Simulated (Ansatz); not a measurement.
Consider PtSe2 in the CdI2 type structure (space group P-3m1, No. 164; a = 3.772 Å, c = 4.818 Å; layered).

Levels (all Ansatz, an electronic-structure program, PAW): PBE-D3(BJ) (420 eV, no spin-orbit coupling); r2SCAN+rVV10 (500 eV, scalar-relativistic without spin-orbit coupling).

Levels that relaxed their own cell: PBE-D3(BJ) and r2SCAN+rVV10.

| level | lattice parameter a | lattice parameter c |
|---|---|---|
| PBE-D3(BJ) | 3.772 Å | 4.818 Å |
| r2SCAN+rVV10 | 3.731 Å | 5.256 Å |

Measured: lattice parameter a 3.727 Å (temperature not stated; as listed in Torbjörn Björkman, The Journal of Chemical Physics (2014)); lattice parameter c 5.074 Å (temperature not stated; corrected from measurement; as listed in Torbjörn Björkman, The Journal of Chemical Physics (2014)).

Computed minus measured — lattice parameter a: PBE-D3(BJ) +1.2 %, r2SCAN+rVV10 +0.1 % (closest: r2SCAN+rVV10); lattice parameter c: PBE-D3(BJ) -5.0 %, r2SCAN+rVV10 +3.6 % (closest: r2SCAN+rVV10). Measured values not marked as corrected hold thermal and zero-point effects that the static-lattice runs lack. A miss this large can also come from another phase or magnetic state, or from a fault of the measured value.

Whether these cells are dynamically stable was not tested. The final runs are not spin-polarised.
